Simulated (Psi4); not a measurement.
# CCSD/6-311G(d) run of BH3O (SMILES [H]B([H])O)

Aim: the vertical ionisation energy of BH3O at CCSD/6-311G*, from 2 runs. 

The results are computed with Psi4 1.11.

9 further runs of the same task are left out: 1 that didn't finish, 8 set aside as unsound or not needed.

### 1 The molecule

BH3O: 5 atoms, total charge 0, spin state singlet. SMILES: `[H]B([H])O`. Geometry: relaxed at GFN2-xTB.

Bond lengths: B1–O4 1.325 Å, B1–H2 1.172 Å, B1–H3 1.182 Å, O4–H5 0.958 Å. Angles: B1–O4–H5 117.9°, H2–B1–O4 115.8°, H3–B1–O4 122.8°, H2–B1–H3 121.4°.

### 2 The energy at CCSD/6-311G(d)

bh3o.inp reads:

```
memory 1600 MB

molecule {
  0 1
  B      0.270970     0.302480    -0.108500
  H      1.403550     0.390040    -0.395610
  H     -0.432910     1.251360    -0.080700
  O     -0.159420    -0.918700     0.174490
  H     -1.082200    -1.025180     0.410320
}

set {
  scf_type    pk
  freeze_core true
}

energy_value, wavefunction = energy("ccsd/6-311G*", return_wfn=True)
```

Command:

```
$ psi4 bh3o.inp bh3o.out -n 1
```

bh3o.out, cut to the lines that bear on the results:

```text
[...]
  Running in c1 symmetry.
[...]
  Nuclear repulsion =   30.808510932835333
[...]
  Multiplicity = 1
[...]
  Nalpha       = 8
  Nbeta        = 8
[...]
    Number of basis functions: 45
[...]
   @RHF iter   1:  -101.28357795644848   -7.55765e-01   8.61698e-03 ADIIS/DIIS
[...]
   @RHF iter  11:  -101.34409351438312   -4.97380e-13   3.04445e-09 DIIS
[...]
    Orbital Energies [Eh]
    ---------------------
    Doubly Occupied:
       1A    -20.578124     2A     -7.614865     3A     -1.382973
       4A     -0.786095     5A     -0.648145     6A     -0.582413
       7A     -0.547033     8A     -0.459728
[...]
  @RHF Final Energy:  -101.34409351438312
   => Energetics <=
    Nuclear Repulsion Energy =             30.8085109328353326
    One-Electron Energy =                -199.1064597556070908
    Two-Electron Energy =                  66.9538553083886399
    Total Energy =                       -101.3440935143831183
[...]
 Multipole Moments:
 ------------------------------------------------------------------------------------
     Multipole            Electronic (a.u.)      Nuclear  (a.u.)        Total (a.u.)
 ------------------------------------------------------------------------------------
 L = 1.  Multiply by 2.5417464519 to convert [e a0] to [Debye]
 Dipole X            :         -0.3051576           -0.3836744           -0.6888320
 Dipole Y            :         -0.8933034            0.9515604            0.0582569
 Dipole Z            :          0.2096376           -0.0525035            0.1571341
 Magnitude           :                                                    0.7089249
[...]
      * MP2 total energy                      = -101.622618826617853
[...]
      * CCSD total energy                     = -101.640246292942621
[...]
```

Wall time 2.7 s (1 thread of INTEL XEON PLATINUM 8581C at 2.30GHz (Emerald Rapids), shared host); peak memory 0.22 GiB.

### 3 The doublet cation

bh3o.xyz reads:

```xyz
5
BH3O
B      0.270970     0.302480    -0.108500
H      1.403550     0.390040    -0.395610
H     -0.432910     1.251360    -0.080700
O     -0.159420    -0.918700     0.174490
H     -1.082200    -1.025180     0.410320
```

job.py reads:

```python
import psi4

psi4.set_memory(1600000000)
psi4.set_num_threads(1)
psi4.core.set_output_file('psi4.out', False)

with open('bh3o.xyz') as f:
    atoms = ''.join(f.readlines()[2:])
m = psi4.geometry('1 2\n' + atoms + '')

psi4.set_options({
    'reference': 'uhf',
    'scf_type': 'pk',
    'freeze_core': True,
})

E = psi4.energy('ccsd/6-311G*')
print(f'ccsd/6-311G* energy: {E:.10f} Eh')
```

Command:

```
$ python job.py
```

psi4.out, cut to the lines that bear on the results:

```text
[...]
  Running in c1 symmetry.
[...]
  Nuclear repulsion =   30.808510932835333
[...]
  Multiplicity = 2
[...]
  Nalpha       = 8
  Nbeta        = 7
[...]
    Number of basis functions: 45
[...]
   @UHF iter   1:  -100.84932121132118   -3.21508e-01   7.88009e-03 ADIIS/DIIS
[...]
   @UHF iter  20:  -100.91948253205507   -9.09495e-13   8.17208e-09 DIIS
[...]
   @S^2 Observed:                7.803380157E-01
[...]
    Orbital Energies [Eh]
    ---------------------
    Alpha Occupied:
       1A    -20.917104     2A     -7.976986     3A     -1.711386
       4A     -1.119793     5A     -1.023303     6A     -0.947719
       7A     -0.864560     8A     -0.859069
    Alpha Virtual:
       9A     -0.151533    10A     -0.069831    11A     -0.018176
      12A      0.014449    13A      0.051619    14A      0.108744
      15A      0.137485    16A      0.187798    17A      0.287051
      18A      0.400006    19A      0.428528    20A      0.459816
      21A      0.658269    22A      0.725402    23A      0.772506
      24A      0.854817    25A      0.889692    26A      1.000438
[...]
  @UHF Final Energy:  -100.91948253205507
   => Energetics <=
    Nuclear Repulsion Energy =             30.8085109328353326
    One-Electron Energy =                -193.8421369502556786
    Two-Electron Energy =                  62.1141434853652754
    Total Energy =                       -100.9194825320550706
  UHF NO Occupations:
  HONO-2 :    6  A 1.9951475
  HONO-1 :    7  A 1.9901577
[...]
 Multipole Moments:
 ------------------------------------------------------------------------------------
     Multipole            Electronic (a.u.)      Nuclear  (a.u.)        Total (a.u.)
 ------------------------------------------------------------------------------------
 L = 1.  Multiply by 2.5417464519 to convert [e a0] to [Debye]
 Dipole X            :          0.0665733           -0.3836744           -0.3171011
 Dipole Y            :          0.2770782            0.9515604            1.2286386
 Dipole Z            :         -0.0536674           -0.0525035           -0.1061709
 Magnitude           :                                                    1.2733335
[...]
      * MP2 total energy                      = -101.196100408284195
[...]
      * CCSD total energy                     = -101.211313598029307
```

The script printed:

```text
ccsd/6-311G* energy: -101.2113135980 Eh
```

It took 4.5 s on 1 thread of INTEL XEON PLATINUM 8581C at 2.30GHz (Emerald Rapids), shared host; peak memory 0.22 GiB.

### 4 Summary of results

At CCSD/6-311G*, 2 core orbitals frozen:

| quantity | value |
| --- | --- |
| singlet BH3O: total energy | -101.64025 Eh |
| singlet BH3O: HOMO energy (Hartree–Fock orbitals) | -12.51 eV |
| singlet BH3O: LUMO energy (Hartree–Fock orbitals) | 3.60 eV |
| singlet BH3O: HOMO–LUMO gap (Hartree–Fock orbitals) | 16.11 eV |
| singlet BH3O: correlation energy (2 core orbitals frozen) | -296.2 mEh |
| singlet BH3O: T1 diagnostic | 0.016 |
| doublet cation: total energy | -101.21131 Eh |
| doublet cation: HOMO energy (Hartree–Fock orbitals) (highest over α and β) | -22.41 eV |
| doublet cation: LUMO energy (Hartree–Fock orbitals) (lowest over α and β) | -10.65 eV |
| doublet cation: correlation energy (2 core orbitals frozen) | -291.8 mEh |
| doublet cation: ⟨S²⟩ of the reference determinant | 0.780 |
| doublet cation: T1 diagnostic | 0.038 |
| vertical ionisation energy (to the doublet cation) | 11.672 eV |

**Reading.** Removing an electron at fixed nuclei costs 11.67 eV (1126 kJ/mol).
